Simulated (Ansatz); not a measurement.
# AlHO (singlet): wave-function methods side by side at scale of all distances = 1.482, 6-31G

Aim: climb from Hartree-Fock through coupled cluster and multireference methods for AlHO (singlet) at one geometry and basis, and see what each rung misses.

The runs use Ansatz 0.2.0, Gaussian basis; 6-31G, core rule «outside noble gas», up to 6 orbitals frozen.

To be run: UHF; CCSD(T) on RHF; CCSD(T) on UHF; BCCD(T) on RHF; CISD; CCSDT(Q) on RHF; CCSDT(Q) on UHF; CISDTQ; CCSDTQ on RHF; CASSCF and MRCISD+Q, 2 electrons in 2 orbitals; CASSCF and NEVPT2, 2 electrons in 2 orbitals; Full CI.

27 further runs of the same task are left out: 18 for a known fault of the program, 5 that didn't finish, 4 set aside as unsound or not needed.

## (1) The system

The geometry derives from a PBE0/def2-TZVP stationary point (not a proven minimum). All distances are scaled together.

3 atoms, charge 0, spin multiplicity 1.

Atoms are counted from 1 here; the program's logs count them from 0.

No contacts short enough for the rule that draws bonds.

## (2) UHF

in.yaml reads:

```yaml
crystal:
  periodic: [false, false, false]
  atoms:
    - {symbol: Al, position_ang: [0.000000, 0.000000, 2.123694]}
    - {symbol: O, position_ang: [0.000000, 0.000000, -0.357870]}
    - {symbol: H, position_ang: [0.000000, 0.000000, -1.765824]}
basis:
  gaussian: {orbitals: 6-31G}
magnetization: {spin_polarized: true, initial_magnetization: 0}
hamiltonian: {xc: hf}
output: {orbitals: {seedname: orbitals}}
```

Run with:

```
$ ansatz run in.yaml --threads 1 --pin off --events-out ev --progress --plain --max-ram 2393MiB
```

After this run come: CCSD(T) on RHF; CCSD(T) on UHF; BCCD(T) on RHF; CISD; CCSDT(Q) on RHF; CCSDT(Q) on UHF; CISDTQ; CCSDTQ on RHF; CASSCF and MRCISD+Q, 2 electrons in 2 orbitals; CASSCF and NEVPT2, 2 electrons in 2 orbitals; Full CI.

Q: Predict the results of all the runs planned. Wanted: FCI below the RHF energy; RMP2 from FCI; RCCSD from FCI; RCCSD(T) from FCI; RCCSDT(Q) from FCI; NEVPT2 pair from FCI; MRCISD+Q pair from FCI; T1 diagnostic; effectively unpaired electrons.

The runs gave:

```
                         quantity                     value
         FCI below the RHF energy                -5.6741 eV
                    RMP2 from FCI              +79.8 kJ/mol
                   RCCSD from FCI              +26.3 kJ/mol
                RCCSD(T) from FCI               +4.6 kJ/mol
               RCCSDT(Q) from FCI               -7.5 kJ/mol
             NEVPT2 pair from FCI              +64.8 kJ/mol
           MRCISD+Q pair from FCI              +10.7 kJ/mol
levels within 1 kcal/mol (43 meV)  BCCD(T), RCCSDT, RCCSDTQ
                    T1 diagnostic                     0.063
   effectively unpaired electrons                      0.21
```

In words: RCCSD(T) misses by +4.6 kJ/mol, 0.8 % of the correlation energy. RCCSDT(Q), RCCSDTQ fall below full CI, which methods that aren't variational can do. The occupations show some static correlation. Of the multireference levels listed MRCISD+Q pair comes nearest in total energy (+10.7 kJ/mol), which doesn't show that its space is the better one. These misses are within one basis, not against nature.
